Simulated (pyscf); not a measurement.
Structures and frequencies: ωB97X-D3(BJ)/def2-SVP in PySCF.

PBE/def2-TZVP puts the barrier of HO–SiH₃ + H₂N–SiH₃ -> H₃Si–NH–SiH₃ + H₂O (four-centre exchange; singlet surface; O–Si, H–N broken, N–Si, H–O formed) at 27.0 kcal/mol and the reaction energy at +8.4 kcal/mol, from the separated reactants. What do r²SCAN/def2-TZVP, PBE0-D3(BJ)/def2-TZVP, ωB97M-D3(BJ)/def2-TZVP give on the same structures?

r²SCAN: ΔE‡ = 28.8 kcal/mol, ΔE = +8.7 kcal/mol; PBE0-D3(BJ): ΔE‡ = 27.4 kcal/mol, ΔE = +7.1 kcal/mol; ωB97M-D3(BJ): ΔE‡ = 30.8 kcal/mol, ΔE = +7.9 kcal/mol. PBE's barrier lies under all of them, by 0.5 to 3.8 kcal/mol. Its reaction energy lies among theirs. On the reactant side the descent ends in a complex (not fully relaxed), 4.4 kcal/mol under the separated species and 33.6 kcal/mol under the saddle at ωB97X-D3(BJ)/def2-TZVP. On the product side the descent ends in a complex, 4.2 kcal/mol under the separated species and 27.0 kcal/mol under the saddle at ωB97X-D3(BJ)/def2-TZVP. One saddle was located; it need not be the lowest between these sides.
